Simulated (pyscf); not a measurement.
A first-order saddle from PySCF, ωB97X-D3(BJ)/def2-SVP:

```xyz
10

C      0.0722    -0.4827     0.0168
C     -0.7396    -0.3876     1.2533
C     -0.3668     0.8578     0.4721
H     -0.6763    -0.9768    -1.1274
H      1.1059    -0.8343    -0.0504
H     -0.2512    -0.5784     2.2156
H     -1.7867    -0.7104     1.2125
H      0.3833     1.5410     0.8862
H     -1.1674     1.3586    -0.0852
H     -1.1954    -1.2413    -1.7956
```
Charge 0, spin multiplicity 2.

Surface: doublet, charge 0. Lowest wavenumbers (cm⁻¹): 914i, 264, 267, 735, 779.

Problem. Name the species on either side of this saddle.

Solution. cyclopropane + H• <-> cyclic C₃H₅ (SMILES [CH]1CC1) [doublet] + H₂, a hydrogen abstraction read from left to right: C–H broken and H–H formed. At ωB97M-D3(BJ)/def2-TZVP it lies +14.0 kcal/mol from the left side and +6.5 kcal/mol from the right (each side as separated species at their lowest minima found). cyclopropane lies 6.6 kcal/mol over its isomer H₂C=CH–CH₃ (electronic energy, ωB97M-D3(BJ)/def2-TZVP). cyclic C₃H₅ (SMILES [CH]1CC1) [doublet] lies 28.1 kcal/mol over its isomer •H₂C–CH=CH₂ (electronic energy, ωB97M-D3(BJ)/def2-TZVP). One saddle was located; it need not be the lowest between these sides. The angle at the transferred H is 175°.
